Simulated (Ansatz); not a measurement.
Relaxation of Li₃H₄ with UKS r2SCAN-D4/def2-TZVP.

```sh
$ ansatz run in.yaml --threads 4 --pin off --events-out ev --progress --plain --max-ram 3916MiB
```

```yaml
crystal:
  periodic: [false, false, false]
  atoms:
    - {symbol: Li, position_ang: [-1.200930, -0.699200, 0.391780]}
    - {symbol: Li, position_ang: [0.672350, 1.154350, 0.597450]}
    - {symbol: Li, position_ang: [0.775370, -0.595120, -1.453280]}
    - {symbol: H, position_ang: [1.386480, 0.728850, -0.876030]}
    - {symbol: H, position_ang: [-0.414270, -1.452980, -0.917380]}
    - {symbol: H, position_ang: [-0.772640, 1.698580, 0.526020]}
    - {symbol: H, position_ang: [-0.446370, -0.834480, 1.731440]}
basis:
  gaussian: {orbitals: def2-TZVP}
magnetization: {spin_polarized: true, initial_magnetization: 1}
hamiltonian: {xc: r2scan, dispersion: d4}
scf: {omitted_lower_state_checks: [starts]}
output: {orbitals: {seedname: orbitals}}
relax: {f_tol: 0.02, max_steps: 100}
```

Hardware: 4 threads of Arm Neoverse V2 on a shared host. Wall time 9 s.

Positions (Å) and forces (eV/Å) at steps 1, 2, 3, 4, 5, 6, 7, 9 of 9:

```xyz
7
step=1 energy=-675.4663 eV
Li   -1.201   -0.699    0.392   -0.839    0.030   -1.150
Li    0.672    1.154    0.597    1.293   -0.220    0.113
Li    0.775   -0.595   -1.453    0.384   -0.242   -0.671
H     1.386    0.729   -0.876    0.317    0.478    0.296
H    -0.414   -1.453   -0.917   -0.599   -0.326    0.230
H    -0.773    1.699    0.526   -1.198   -0.245    0.263
H    -0.446   -0.834    1.731    0.641    0.526    0.919
7
step=2 energy=-676.0231 eV
Li   -1.277   -0.682    0.325   -0.341    0.092   -0.493
Li    0.759    1.150    0.625    0.470   -0.090    0.039
Li    0.810   -0.621   -1.516    0.147   -0.098   -0.250
H     1.431    0.746   -0.866    0.256    0.168    0.110
H    -0.454   -1.475   -0.926   -0.302   -0.153   -0.003
H    -0.864    1.548    0.609   -0.543   -0.553    0.300
H    -0.404   -0.666    1.750    0.313    0.633    0.298
7
step=3 energy=-676.3603 eV
Li   -1.310   -0.652    0.272   -0.138    0.109   -0.150
Li    0.801    1.136    0.630    0.075   -0.037    0.062
Li    0.823   -0.631   -1.535    0.055   -0.050   -0.087
H     1.491    0.752   -0.856    0.175    0.000    0.029
H    -0.501   -1.491   -0.954   -0.131   -0.026   -0.100
H    -0.939    1.386    0.688   -0.172   -0.632    0.274
H    -0.365   -0.499    1.755    0.136    0.635   -0.027
7
step=4 energy=-676.6276 eV
Li   -1.333   -0.634    0.246   -0.019    0.044   -0.016
Li    0.813    1.124    0.639   -0.063   -0.064    0.061
Li    0.833   -0.640   -1.547    0.015   -0.024   -0.012
H     1.529    0.742   -0.843    0.118   -0.039    0.018
H    -0.532   -1.485   -0.985   -0.080    0.026   -0.114
H    -0.971    1.210    0.765   -0.011   -0.528    0.244
H    -0.338   -0.316    1.725    0.041    0.587   -0.182
7
step=5 energy=-676.8358 eV
Li   -1.338   -0.644    0.240    0.029   -0.039    0.031
Li    0.805    1.102    0.649   -0.053   -0.052    0.039
Li    0.838   -0.645   -1.547    0.010   -0.010   -0.006
H     1.556    0.729   -0.830    0.057   -0.048    0.040
H    -0.558   -1.473   -1.023   -0.062    0.050   -0.081
H    -0.971    1.060    0.846    0.037   -0.351    0.197
H    -0.333   -0.130    1.664   -0.018    0.450   -0.222
7
step=6 energy=-676.9793 eV
Li   -1.333   -0.683    0.252    0.043   -0.063    0.005
Li    0.804    1.096    0.657    0.019    0.012   -0.046
Li    0.842   -0.648   -1.551   -0.006    0.011    0.011
H     1.573    0.708   -0.810    0.022   -0.041    0.050
H    -0.580   -1.453   -1.059   -0.043    0.041   -0.036
H    -0.952    0.934    0.929    0.085   -0.244    0.180
H    -0.354    0.046    1.582   -0.119    0.284   -0.163
7
step=7 energy=-677.0533 eV
Li   -1.323   -0.729    0.254   -0.025   -0.125   -0.090
Li    0.820    1.117    0.639    0.130    0.063   -0.101
Li    0.834   -0.640   -1.550   -0.006    0.004    0.004
H     1.596    0.687   -0.795   -0.022   -0.023    0.050
H    -0.598   -1.444   -1.087   -0.012    0.045    0.012
H    -0.895    0.806    1.039   -0.292    0.347   -0.206
H    -0.435    0.204    1.501    0.227   -0.310    0.331
7
step=9 energy=-677.0741 eV
Li   -1.296   -0.775    0.275   -0.008   -0.004    0.005
Li    0.810    1.152    0.608    0.003    0.009    0.007
Li    0.831   -0.637   -1.557    0.003   -0.003   -0.006
H     1.621    0.647   -0.769   -0.001   -0.002   -0.002
H    -0.618   -1.413   -1.120    0.001    0.002   -0.003
H    -0.924    0.829    1.030    0.001    0.000   -0.008
H    -0.424    0.197    1.534    0.001   -0.002    0.007
```

In the doublet, H6 and H7 lie 0.95 Å apart (atoms count from 1), so these atoms are partly bonded to each other. Another isomer (doublet) lies 0.41 eV lower at PBE0-D4/def2-TZVP; other spin states weren't run for this one.
